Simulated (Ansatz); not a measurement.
A nudged elastic band was laid between two geometries of CH6NSi (9 atoms, charge 1, multiplicity 1).

Theory: RKS PBE0/def2-TZVP (Ansatz).

| Property | Result |
| --- | --- |
| movable images | 9 |
| climbing image | yes |
| spring | 5.0 eV/Å² |
| optimiser | quadratic models (default) |
| start path | IDPP |
| force threshold | 0.05 eV/Å |
| iteration limit | 60 |
| end points | relaxed |

First end point:

```xyz
9
Properties=species:S:1:pos:R:3
C -0.784 0.820 -0.820
Si 0.640 -0.083 -0.139
N 0.495 -1.014 1.206
H -1.575 0.118 -1.103
H -0.486 1.393 -1.701
H -1.192 1.505 -0.070
H 1.996 -0.067 -0.705
H 1.270 -1.529 1.606
H -0.364 -1.142 1.727
```

Last end point:

```xyz
9
Properties=species:S:1:pos:R:3
C -0.789 1.119 -0.284
Si 0.638 0.082 0.155
N 0.506 -1.553 0.248
H -1.604 0.965 0.431
H -1.161 0.850 -1.279
H -0.509 2.174 -0.284
H 1.985 0.589 0.453
H 1.281 -2.158 0.487
H -0.347 -2.068 0.073
```

Which bonds break or form, and what moves?

No bond is made or broken. The dihedral H6–C1–Si2–N3 goes from 58 to 179°. The two ends are copies of one structure, up to a mirror image or an exchange of like atoms.

What energy profile does the band end with?

The forces met the threshold. The highest image is number 10 of 0 to 10, 0.000 eV above the ends, which have the same energy within 2 meV. The highest image is an end point: on this band no image between the ends rises above it. Inner images lie up to 0.017 eV below the lower end, so the ends aren't the lowest states on this path. Limits of this set-up: the dipole of an ion depends on the origin.

```csv
image,path coordinate (Å),energy (eV),dihedral H6–C1–Si2–N3 (°)
0,0.00,0.000,58
1,0.20,-0.001,66
2,0.53,-0.004,79
3,0.85,-0.010,92
4,1.18,-0.015,105
5,1.51,-0.017,118
6,1.84,-0.016,131
7,2.16,-0.012,144
8,2.49,-0.007,156
9,2.81,-0.002,168
10,3.14,0.000,179
```

Time of the run: 71 s on 2 threads of Arm Neoverse V2 (shared host), peak memory 0.23 GiB.
